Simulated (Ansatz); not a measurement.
Lattice parameter a (Å) along a series of related solids, from rVV10 in Ansatz (PAW); r²SCAN+rVV10 (Ansatz, a program for electronic structure, plane waves, PAW); LC-ωPBE (PAW; Ansatz).

```json
[
 {"solid": "zinc-blende GaN (metastable phase)", "rVV10": "4.571", "r²SCAN+rVV10": "4.488", "LC-ωPBE": "4.457", "measured": "4.5‡"},
 {"solid": "zinc-blende GaP", "rVV10": "5.525", "r²SCAN+rVV10": "5.436", "LC-ωPBE": "5.381", "measured": "5.439"},
 {"solid": "zinc-blende GaAs", "rVV10": "5.779", "r²SCAN+rVV10": "5.646", "LC-ωPBE": "5.573", "measured": "5.64"},
 {"solid": "zinc-blende GaSb", "rVV10": "6.243", "r²SCAN+rVV10": "6.104", "LC-ωPBE": "6.005", "measured": "6.096‡"}
]
```

LC-ωPBE less measured, from the printed values: zinc-blende GaN (metastable phase)‡ -0.96 %, zinc-blende GaP -1.07 %, zinc-blende GaAs -1.19 %, zinc-blende GaSb‡ -1.49 %.

A member of the series is missing where a level wasn't run or failed, where a doubt is noted on the run or the magnetic state, for phases of high temperature or layered ones, and where values are held back for tests.

Spin–orbit coupling is left out, also for the solids with elements from indium on (zinc-blende GaSb); its size isn't shown.

Caveats: the gap of the solid is closed in this run (rVV10: zinc-blende GaAs, zinc-blende GaSb). Ansatz's density-functional and Hartree–Fock values are scalar-relativistic unless marked +SOC, with PAW data made under PBE.

Measured values are for low temperature or corrected to a static lattice; ‡ marks uncorrected values at room or unstated temperature. References as tabulated in Vurgaftman et al. (2001), doi:10.1063/1.1368156; Mejia-Rodriguez and Trickey (2018), arXiv:1807.09216.
